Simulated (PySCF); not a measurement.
## EPR parameters of C4H5O2

Compound: C4H5O2 (doublet state).
Numbering: `[CH2:1][C:2](=[O:3])[C@H:4]1[CH2:5][O:6]1` (hydrogens: H7, H8 on C1; H9 on C4; H10, H11 on C5)

Structure used (GFN2-xTB), in Å, numbered top down from 1:
```
atom  x, y, z in Å
C1     1.6458    0.3149   -0.2885
C2     0.8287   -0.4189    0.6047
O3     1.2182   -0.8550    1.6886
C4    -0.5965   -0.6551    0.1762
C5    -1.4541    0.4794   -0.2049
O6    -0.9502   -0.4057   -1.1525
H7     1.2670    0.6338   -1.2433
H8     2.6667    0.5235   -0.0217
H9    -1.0673   -1.5154    0.6453
H10   -1.0340    1.4796   -0.2183
H11   -2.5188    0.4215   -0.0115
```

The hyperfine couplings belong to this conformer and change with its torsions.

Theory: UKS B3LYP, pcH-1 on C H O, non-relativistic, mean-field spin-orbit, GIAO in PySCF. Geometry: GFN2-xTB, one conformer, isolated molecule. Couplings are sensitive to structure, and on GFN2-xTB geometries they can be far from those on DFT ones. Stability of the SCF solution: not tested.

| Property | Result |
| --- | --- |
| g1, g2, g3 | 2.00210, 2.00422, 2.00902 |
| g_iso | 2.00511 |
| Form of g | rhombic: the two nearest values differ by 31 % of g3 − g1 |
| ⟨S²⟩ | 0.7653 (exact 0.7500) |
| HOMO–LUMO gap, α and β orbitals | 7.05, 3.31 eV |
| Basis functions | 200 |

Isotropic coupling and dipolar principal values T1 to T3, in MHz; ρ(0) is the spin density at the nucleus:

| atom | isotope | a_iso | T1 | T2 | T3 | Mulliken spin population | ρ(0) (bohr⁻³) |
| --- | --- | --- | --- | --- | --- | --- | --- |
| C1 | 13C | 66.7 | -66.1 | -65.4 | 131.4 | 0.87 | 0.0593 |
| C2 | 13C | -42.0 | -15.9 | 4.4 | 11.5 | -0.13 | -0.0374 |
| O3 | 17O | -21.0 | -99.6 | 49.5 | 50.1 | 0.32 | 0.0346 |
| C4 | 13C | -2.4 | -0.9 | -0.1 | 1.1 | 0.00 | -0.0021 |
| C5 | 13C | 2.5 | -2.0 | -0.1 | 2.0 | 0.00 | 0.0023 |
| O6 | 17O | -0.2 | -1.7 | 0.2 | 1.6 | 0.00 | 0.0004 |
| H7 | 1H | -53.3 | -31.7 | -1.7 | 33.5 | -0.03 | -0.0119 |
| H8 | 1H | -52.2 | -29.8 | -2.3 | 32.1 | -0.04 | -0.0117 |
| H9 | 1H | -1.4 | -2.1 | -1.2 | 3.2 | 0.00 | -0.0003 |
| H10 | 1H | 2.4 | -3.0 | -1.9 | 4.9 | 0.00 | 0.0005 |
| H11 | 1H | 6.7 | -0.9 | -0.8 | 1.7 | 0.00 | 0.0015 |

The Mulliken spin populations are largest on C1 (+0.87), O3 (+0.32) and C2 (-0.13). The angles at C1 add up to 360.0°, so it is planar; its axial dipolar tensor and the negative couplings of its protons fit spin in a p orbital normal to that plane.

Axes: g3 points within 11° of the C2–O3 bond.

Under fast tumbling the dipolar parts average out, and these isotropic splittings remain: 1 × 1H (H7, I = 1/2, 2 lines) with 1.90 mT, 1 × 1H (H8, I = 1/2, 2 lines) with 1.86 mT, 1 × 1H (H11, I = 1/2, 2 lines) with 0.24 mT, 1 × 1H (H10, I = 1/2, 2 lines) with 0.09 mT and 1 × 1H (H9, I = 1/2, 2 lines) with 0.05 mT.

H7 and H8 aren't averaged: C1 is flat or nearly so (angle sum 360°), and its turn about the short C1–C2 bond (1.42 Å) is taken as slow.

The 17O coupling of O3 (-21.0 MHz) shows only in satellite lines or after enrichment, since that isotope makes up about 0.038 % of natural oxygen.

The 13C coupling of C1 (66.7 MHz) shows only in satellite lines or after enrichment, since that isotope makes up about 1.07 % of natural carbon.

Examples of negative spin density at the nucleus (bohr⁻³): C2 (-0.0374), H7 (-0.0119) and H8 (-0.0117).
